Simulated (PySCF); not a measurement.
## Assignment exercise: C₅H₈

Geometry:
```csv
atom,x (Å),y (Å),z (Å)
C1,2.214,-1.063,-0.525
C2,1.220,-0.561,-0.077
C3,0.002,0.049,0.446
C4,-1.214,-0.827,0.150
C5,-0.179,1.462,-0.105
H6,3.097,-1.511,-0.916
H7,0.117,0.118,1.535
H8,-1.090,-1.829,0.565
H9,-1.363,-0.922,-0.928
H10,-2.113,-0.381,0.583
H11,-0.295,1.435,-1.191
H12,0.682,2.090,0.128
H13,-1.072,1.922,0.325
```

[PySCF: PBE0-D3(BJ)/def2-TZVP geometry; GIAO B97-2/pcSseg-2 shieldings; fast rotation and ring inversion assumed for equivalent nuclei; non-relativistic; no solvent; one conformer]

Chemical shifts δ = σref − σ; 13C, 1H against TMS, all at this level.

Task: Assign these signals to the numbered atoms. 13C{1H} NMR (computed): δ 94.0 (C), 71.9 (CH), 25.5 (CH3), 25.1 (CH).

Result: 
| δ (ppm) | atoms | environment | reason |
| --- | --- | --- | --- |
| 94.0 | C2 | alkyne carbon | sp carbons lie upfield of alkene carbons because the cylindrical π system leaves one tensor component strongly shielded |
| 71.9 | C1 | terminal alkyne carbon | sp carbons lie upfield of alkene carbons because the cylindrical π system leaves one tensor component strongly shielded |
| 25.5 | C4/C5 | methyl carbon | saturated and bonded to C and H only |
| 25.1 | C3 | propargylic sp3 CH | aliphatic region, no heteroatom directly attached |

C4/C5 and C3 lie closer than the usual error of such a calculation, so a measured spectrum could show them in the other order.

Task: Assign these signals to the numbered atoms. 1H NMR (600 MHz, computed): δ 2.58 (m, 1H), 1.64 (d, 1H), 1.17 (d, 6H).

Result: 
2.58 → H7, hydrogen on a propargylic sp3 CH
1.64 → H6, hydrogen on a terminal alkyne carbon: it lies on the axis of the triple bond, in its shielding cone
1.17 → H8/H9/H10/H11/H12/H13, hydrogen on a methyl carbon

Shifts are as computed. Against solution values, carbons near 30 ppm lie about +3 ppm off and those near 130 ppm about +7 ppm. Of 1211 compounds with measured shifts, 218 miss one by over three times the rms of a fit or turn the order of signals round; such compounds aren't used in these exercises. No couplings were computed; multiplicities are counted from neighbouring protons, with m where these are inequivalent, close in shift, in a saturated or five-membered ring or joined by F or P, and br s for small geminal =CH2 splittings.
